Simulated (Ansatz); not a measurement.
A nudged elastic band was laid between two geometries of CH₅OSi (8 atoms, charge 0, multiplicity 2).

Method: Ansatz 0.2.0, UKS PBE/def2-SVP.

```json
{
 "movable images": "5",
 "climbing image": "yes",
 "spring": "5.0 eV/Å²",
 "optimiser": "quadratic models (default)",
 "start path": "IDPP",
 "force threshold": "0.03 eV/Å",
 "iteration limit": "60",
 "end points": "relaxed"
}
```

Initial state:

```xyz
8
Properties=species:S:1:pos:R:3
C -0.868 0.523 -0.800
Si 0.661 -0.008 0.112
O 0.307 -0.735 1.594
H -0.996 0.398 -1.890
H -1.713 1.022 -0.293
H 1.509 1.175 0.491
H 1.457 -0.914 -0.797
H -0.265 -1.519 1.527
```

Final state:

```xyz
8
Properties=species:S:1:pos:R:3
C -0.847 0.627 -0.914
Si 0.506 -0.163 0.064
O -0.207 -0.838 1.434
H -0.742 0.872 -1.984
H -1.807 0.918 -0.454
H 1.557 0.853 0.467
H 1.214 -1.193 -0.786
H 0.418 -1.133 2.118
```

**Question.** Which bonds break or form, and what moves?

**Answer.** No bond is made or broken. The dihedral H7–Si2–O3–H8 goes from -64 to 71°.

**Question.** Give the energies along the band, and the barrier.

**Answer.** It converged. The highest image is number 3 of 0 to 6, 3.3 kJ/mol above the first end and 1.6 kJ/mol above the last; the last end lies 1.6 kJ/mol above the first. A vibrational analysis at the climbing image gives one clearly imaginary mode, 149i cm⁻¹: a first-order saddle point.

| image | path coordinate (Å) | energy (kJ/mol) | dihedral H7–Si2–O3–H8 (°) |
| --- | --- | --- | --- |
| 0 | 0.00 | 0.0 | -64 |
| 1 | 0.50 | 0.8 | -58 |
| 2 | 1.00 | 2.4 | -45 |
| 3 | 1.50 | 3.3 | -14 |
| 4 | 1.95 | 2.0 | 31 |
| 5 | 2.40 | 1.7 | 59 |
| 6 | 2.85 | 1.6 | 71 |

**Question.** What is the geometry of the highest image?

**Answer.** 
```xyz
8
Properties=species:S:1:pos:R:3
C -0.825 0.662 -0.856
Si 0.570 -0.093 0.100
O 0.086 -0.542 1.651
H -0.656 1.309 -1.736
H -1.885 0.501 -0.594
H 1.682 0.915 0.215
H 1.113 -1.310 -0.624
H 0.007 -1.500 1.789
```

**Question.** What are the harmonic wavenumbers there?

**Answer.** 149i, 78, 245, 458, 571, 659, 687, 738, 817, 863, 898, 943, 1309, 2093, 2152, 3061, 3167, 3788 cm⁻¹.

Time of the run: 6.4 min on 1 thread of Arm Neoverse N1, with other jobs on the host, peak memory 0.13 GiB.
